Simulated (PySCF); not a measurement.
Species: chlorothioborine, BClS.
Atom-mapped SMILES: `[S:1]=[B:2][Cl:3]`

Computed by this run: PBE0-D3(BJ)/def2-SVP geometry optimisation, gas phase (PySCF 2.14.0); density fitting, grid level 1; the optimiser is geomeTRIC in internal coordinates, started from a GFN2-xTB structure.

Step 0: E = -24019.2429 eV
```
atom  x, y, z in Å  |  force x, y, z in eV/Å
S1     -1.6110    0.1616   -0.0125   -0.173   0.008  -0.001
B2     -0.0015    0.1021   -0.0084   -1.505   0.056  -0.004
Cl3     1.6354    0.0416   -0.0042    1.678  -0.065   0.004
```

Question: Estimate the geometry and energy of step 1. (The exact step hangs on the optimiser's Hessian estimate; all steps are aligned on step 0, rigid shifts and turns removed.)

Answer: E = -24019.2810 eV, largest force 0.372 eV/Å
```
atom  x, y, z in Å  |  force x, y, z in eV/Å
S1     -1.6263    0.1622   -0.0125    0.053  -0.004   0.000
B2     -0.0132    0.1025   -0.0084   -0.371   0.013  -0.001
Cl3     1.6625    0.0406   -0.0042    0.319  -0.009   0.001
```

The energy changes by -0.0381 eV. The first-order estimate −F·Δx gives -0.0658 eV and the mean of the old and new forces, exact on a quadratic surface, -0.0390 eV. The step makes an angle of 29° with the force vector and moves no atom by more than 0.027 Å.

The cost below is that of the whole optimisation. The run took 2.8 s on Arm Neoverse V1, one thread, shared host, and the process peaked at 0.24 GiB of memory.
